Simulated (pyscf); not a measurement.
Four-centre exchange: `[PH2][GaH2]` + `[SiH4]` → `[SiH3][GaH][PH2]` + `[H][H]`

Gas phase, singlet surface, charge 0. Bonds broken: Ga2–H5, Si7–H8. Bonds formed: Ga2–Si7, H5–H8. Optimised with ωB97X-D3(BJ)/def2-SVP in PySCF.

Transition state (Å):

```xyz
11

P     -2.7719    -1.1810     0.3762
Ga    -2.0529     0.9960     0.1380
H     -1.7632    -1.5317     1.3203
H     -2.0222    -1.6424    -0.7436
H     -2.0039     1.3276    -1.5421
H     -2.3060     2.3434     0.8565
Si     0.5032     0.7261     0.0328
H     -0.9543     1.1841    -1.1194
H      1.3793     1.8810    -0.3245
H      0.9452    -0.4844    -0.7205
H      0.6691     0.4532     1.4926
```

One imaginary mode, 1342i cm⁻¹; descent along it reached the two sides named, in the forms told below.

| bond | change | reactant side (Å) | saddle | product side |
|---|---|---|---|---|
| Ga2–H5 | breaks | 1.566 | 1.713 | 2.517 |
| Si7–H8 | breaks | 1.506 | 1.914 | 3.4 |
| Ga2–Si7 | forms | 3.2 | 2.572 | 2.393 |
| H5–H8 | forms | 2.563 | 1.141 | 0.764 |

Electronic energies relative to the separated reactants (kJ/mol):

| level | barrier | reaction energy | reverse barrier |
|---|---|---|---|
| ωB97X-D3(BJ)/def2-TZVP | 114.5 | -11.7 | 126.2 |
| PBE/def2-TZVP | 93.5 | -8.1 | 101.6 |
| r²SCAN/def2-TZVP | 97.8 | -4.5 | 102.3 |
| B3LYP-D3(BJ)/def2-TZVP | 121.4 | -0.8 | 122.2 |
| PBE0-D3(BJ)/def2-TZVP | 98.9 | -6.7 | 105.6 |
| M06-2X/def2-TZVP | 128.7 | -0.2 | 128.9 |
| ωB97M-D3(BJ)/def2-TZVP | 130.6 | +7.0 | 123.6 |
| HF/def2-TZVP | 225.9 | +32.3 | 193.7 |

With ωB97M-D3(BJ)/def2-TZVP energies and thermal terms (ideal gas, 1 atm, RRHO with modes under 100 cm⁻¹ raised to 100, one conformer, R ln 2 for chiral ones without a mode under 150 cm⁻¹), in kJ/mol:

| T (K) | ΔH‡ | ΔG‡ | ΔH | ΔG |
|---|---|---|---|---|
| 298 | 129.7 | 169.5 | +3.9 | +7.3 |
| 600 | 131.7 | 209.1 | +10.0 | +8.2 |
| 900 | 134.6 | 247.2 | +13.7 | +6.4 |
| 1200 | 137.6 | 284.3 | +15.9 | +3.6 |

On the reactant side the descent ends in a complex, 24.9 kJ/mol under the separated species and 139.4 kJ/mol under the saddle at ωB97X-D3(BJ)/def2-TZVP. At the saddle there is also a short Ga–H contact that neither side keeps. One saddle was located; it need not be the lowest between these sides. Elements up to Kr have no core potential and no relativistic terms here.
